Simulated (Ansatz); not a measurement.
Steps of a relaxation of C3H5ClF2, SMILES `C[C@@H](F)[C@H](F)Cl` with RKS PBE0-D4/def2-TZVP.

```sh
$ ansatz run in.yaml --threads 4 --pin off --events-out ev --progress --plain --max-ram 10444MiB
```

```yaml
crystal:
  periodic: [false, false, false]
  atoms:
    - {symbol: C, position_ang: [0.085811, -0.543795, 1.210665]}
    - {symbol: C, position_ang: [0.601505, 0.002306, -0.107086]}
    - {symbol: F, position_ang: [1.327699, -0.988013, -0.767077]}
    - {symbol: C, position_ang: [-0.494505, 0.434055, -1.085704]}
    - {symbol: F, position_ang: [0.066379, 0.883709, -2.240784]}
    - {symbol: Cl, position_ang: [-1.499377, 1.745746, -0.357671]}
    - {symbol: H, position_ang: [0.937867, -0.916983, 1.810625]}
    - {symbol: H, position_ang: [-0.614327, -1.386518, 1.038156]}
    - {symbol: H, position_ang: [-0.436507, 0.241757, 1.787853]}
    - {symbol: H, position_ang: [1.273720, 0.876186, 0.052139]}
    - {symbol: H, position_ang: [-1.182964, -0.405450, -1.320515]}
basis:
  gaussian: {orbitals: def2-TZVP}
hamiltonian: {xc: pbe0, dispersion: d4}
relax: {f_tol: 0.005, max_steps: 150}
```

Positions (Å) and forces (eV/Å) along the path, 6 of 6 steps:

```xyz
11
step=1 energy=-21140.0359 eV
C     0.086   -0.544    1.211   -0.091   -0.158    0.133
C     0.602    0.002   -0.107    0.117    0.392   -0.005
F     1.328   -0.988   -0.767   -0.223    0.309    0.240
C    -0.495    0.434   -1.086   -0.270   -0.232    0.095
F     0.066    0.884   -2.241   -0.224   -0.092    0.429
Cl   -1.499    1.746   -0.358    0.393   -0.424   -0.300
H     0.938   -0.917    1.811   -0.397    0.188   -0.316
H    -0.614   -1.387    1.038    0.336    0.411    0.081
H    -0.437    0.242    1.788    0.268   -0.373   -0.308
H     1.274    0.876    0.052   -0.281   -0.522   -0.122
H    -1.183   -0.405   -1.321    0.371    0.499    0.073
11
step=2 energy=-21140.0776 eV
C     0.084   -0.541    1.204   -0.008   -0.014    0.049
C     0.599    0.009   -0.103   -0.043    0.021   -0.039
F     1.322   -0.980   -0.754   -0.031    0.079    0.052
C    -0.496    0.424   -1.076   -0.106    0.148    0.130
F     0.060    0.881   -2.223   -0.049   -0.053    0.076
Cl   -1.488    1.734   -0.361    0.160   -0.221   -0.127
H     0.929   -0.912    1.793   -0.114    0.051   -0.083
H    -0.610   -1.373    1.030    0.101    0.126    0.011
H    -0.430    0.236    1.776    0.070   -0.111   -0.068
H     1.271    0.867    0.050   -0.119   -0.152   -0.044
H    -1.177   -0.402   -1.315    0.138    0.125    0.041
11
step=3 energy=-21140.0831 eV
C     0.084   -0.540    1.203    0.001    0.011   -0.023
C     0.594    0.009   -0.102    0.014   -0.001   -0.011
F     1.320   -0.976   -0.752   -0.011    0.000    0.002
C    -0.494    0.428   -1.071   -0.090    0.070    0.069
F     0.060    0.877   -2.220    0.028    0.005   -0.026
Cl   -1.485    1.728   -0.368    0.055   -0.060   -0.026
H     0.926   -0.913    1.785    0.017   -0.007    0.008
H    -0.608   -1.366    1.027   -0.020   -0.022    0.000
H    -0.425    0.232    1.777   -0.008    0.013    0.012
H     1.262    0.863    0.048    0.030    0.027    0.013
H    -1.168   -0.398   -1.306   -0.014   -0.037   -0.018
11
step=4 energy=-21140.0835 eV
C     0.083   -0.540    1.202    0.002    0.001    0.000
C     0.595    0.011   -0.102    0.005   -0.014   -0.009
F     1.319   -0.975   -0.752    0.002   -0.001    0.002
C    -0.496    0.428   -1.070   -0.035    0.023    0.044
F     0.060    0.877   -2.219    0.015    0.006   -0.032
Cl   -1.483    1.725   -0.367    0.004   -0.003   -0.007
H     0.926   -0.915    1.784    0.003   -0.003    0.003
H    -0.611   -1.364    1.026   -0.003   -0.003    0.000
H    -0.424    0.233    1.778   -0.001    0.002    0.004
H     1.264    0.864    0.048    0.002    0.005    0.002
H    -1.167   -0.400   -1.307    0.007   -0.012   -0.007
11
step=5 energy=-21140.0836 eV
C     0.084   -0.540    1.202   -0.002   -0.001    0.000
C     0.595    0.011   -0.102    0.000    0.001    0.003
F     1.320   -0.974   -0.752   -0.001    0.000    0.000
C    -0.497    0.428   -1.070    0.006    0.005   -0.005
F     0.061    0.877   -2.220   -0.003    0.001    0.003
Cl   -1.485    1.724   -0.368   -0.001    0.000   -0.003
H     0.925   -0.919    1.783    0.005    0.002   -0.003
H    -0.614   -1.361    1.027   -0.003    0.001    0.001
H    -0.420    0.235    1.780   -0.003   -0.002    0.003
H     1.263    0.865    0.049    0.003   -0.003   -0.001
H    -1.165   -0.402   -1.308   -0.001   -0.003    0.001
11
step=6 energy=-21140.0836 eV
C     0.083   -0.539    1.202    0.001   -0.002    0.002
C     0.594    0.011   -0.102    0.003    0.000   -0.003
F     1.319   -0.975   -0.752   -0.002    0.001    0.003
C    -0.496    0.428   -1.070   -0.001    0.004   -0.002
F     0.061    0.878   -2.220    0.000   -0.001    0.002
Cl   -1.486    1.723   -0.369   -0.002    0.000    0.000
H     0.925   -0.919    1.782    0.000    0.000   -0.001
H    -0.615   -1.361    1.027   -0.001    0.000    0.000
H    -0.419    0.234    1.781   -0.001    0.000    0.000
H     1.263    0.865    0.049    0.001   -0.002    0.000
H    -1.164   -0.402   -1.308    0.000    0.000   -0.001
```

Run time 19 s (4 threads of an Intel Xeon Platinum 8488C on a shared host); peak host memory 0.65 GiB.
